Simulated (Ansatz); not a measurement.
A nudged elastic band was laid between two geometries of BH4N + H2O (9 atoms, charge 0, multiplicity 1).

Computed with RKS B3LYP/def2-SVP in Ansatz 0.2.0.

| Quantity | Value |
| --- | --- |
| movable images | 7 |
| climbing image | yes |
| spring | 5.0 eV/Å² |
| optimiser | quadratic models (default) |
| start path | through a guess of the saddle point |
| force threshold | 0.05 eV/Å |
| iteration limit | 60 |
| end points | relaxed |

First end point:

```xyz
9
Properties=species:S:1:pos:R:3
B 0.080 -0.344 0.297
N 0.085 -0.375 1.694
H -0.742 -0.562 2.250
H 0.936 -0.319 2.244
H 1.120 -0.208 -0.293
H -0.971 -0.482 -0.280
O -0.415 2.591 0.605
H -1.292 2.418 0.235
H -0.310 1.881 1.255
```

Last end point:

```xyz
9
Properties=species:S:1:pos:R:3
B -0.105 0.500 0.152
N 0.094 0.146 1.819
H -0.794 0.160 2.329
H 0.535 -0.766 1.957
H 1.052 0.376 -0.241
H -0.871 -0.389 -0.225
O -0.591 1.840 0.103
H -1.527 1.870 -0.115
H 0.698 0.863 2.229
```

Problem. What changes between the two ends?

Solution. Bonds broken: O7–H9. Bonds formed: B1–O7, N2–H9. BH4N + H2O becomes BH6NO.

Problem. What energy profile does the band end with?

Solution. The forces met the threshold. The highest image is number 3 of 0 to 8, 0.48 eV above the first end and 0.96 eV above the last; the last end lies 0.48 eV below the first. A vibrational analysis at the climbing image gives one clearly imaginary mode, 1197i cm⁻¹: a first-order saddle point. The orbitals stay closed-shell, which can raise the energy where a bond breaks towards radicals; this wasn't checked here.

| image | path coordinate (Å) | energy (eV) | O7–H9 (Å) | B1–O7 (Å) | N2–H9 (Å) |
| --- | --- | --- | --- | --- | --- |
| 0 | 0.00 | 0.00 | 0.97 | 2.99 | 2.33 |
| 1 | 0.49 | 0.05 | 0.97 | 2.54 | 2.20 |
| 2 | 0.99 | 0.23 | 0.99 | 1.97 | 1.89 |
| 3 | 1.48 | 0.48 | 1.18 | 1.62 | 1.37 |
| 4 | 1.96 | -0.14 | 1.72 | 1.49 | 1.06 |
| 5 | 2.43 | -0.42 | 2.27 | 1.43 | 1.02 |
| 6 | 2.91 | -0.44 | 2.41 | 1.43 | 1.02 |
| 7 | 3.38 | -0.47 | 2.52 | 1.43 | 1.02 |
| 8 | 3.85 | -0.48 | 2.67 | 1.43 | 1.02 |

Problem. What is the geometry of the highest image?

Solution. 
```xyz
9
Properties=species:S:1:pos:R:3
B -0.039 0.217 0.247
N -0.003 0.062 1.810
H -0.740 -0.498 2.236
H 0.893 -0.190 2.225
H 1.025 0.006 -0.291
H -1.032 -0.276 -0.255
O -0.246 1.820 0.406
H -1.134 2.090 0.134
H -0.235 1.370 1.495
```

Problem. What are the harmonic wavenumbers there?

Solution. 1197i, 354, 615, 640, 694, 723, 790, 832, 879, 1009, 1105, 1186, 1203, 1517, 1564, 1910, 2498, 2583, 3528, 3615, 3822 cm⁻¹.

Run time: 2.5 min on 1 thread of Arm Neoverse V1 (shared host), peak memory 0.14 GiB.
